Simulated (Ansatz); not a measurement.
## Property card for P$_{2}$W

Computed with DFT r2SCAN, scalar-relativistic, plane waves, PAW (Ansatz 0.2.0).

Plane waves to 500 eV, a k mesh through Γ of 12×12×6 on the computed 6-atom cell and Gaussian smearing (0.10 eV); no spin polarisation.

The structure is relaxed at this level of theory with its symmetry kept. Whether it is the stable form of this composition wasn't checked.

```cif
data_structure
_symmetry_space_group_name_H-M 'C2/m'
_symmetry_Int_Tables_number 12
_cell_length_a 8.4828
_cell_length_b 3.1894
_cell_length_c 7.4759
_cell_angle_alpha 90.000
_cell_angle_beta 119.275
_cell_angle_gamma 90.000
_cell_volume 176.43
loop_
_atom_site_label
_atom_site_type_symbol
_atom_site_symmetry_multiplicity
_atom_site_Wyckoff_symbol
_atom_site_fract_x
_atom_site_fract_y
_atom_site_fract_z
_atom_site_occupancy
P1 P 4 i 0.63843 0.50000 0.02514 1
P2 P 4 i 0.10004 0.50000 0.40090 1
W1 W 4 i 0.84198 0.00000 0.29334 1
```

```
Space group                                                       : C2/m (No. 12)
Volume per atom                                                   : 14.70 Å³
Formation energy from the elements' standard states (uncorrected) : -0.384 eV/atom
Generalised Kohn–Sham band gap                                    : none (metal)
Density of states at the Fermi level                              : 1.42 states/eV per cell
Löwdin character within 0.5 eV of the Fermi level                 : W 5d 61 %, P 3p 27 %, unprojected 6 %
Bader charges (e)                                                 : P (2 in the cell) -0.40, P (2 in the cell) -0.64, W (2 in the cell) 1.04
```

Spin-orbit coupling is left out, which matters for the bands of heavy elements.

Cost: 1 run of about 6.2 core-minutes, on Arm Neoverse V1 (shared hosts).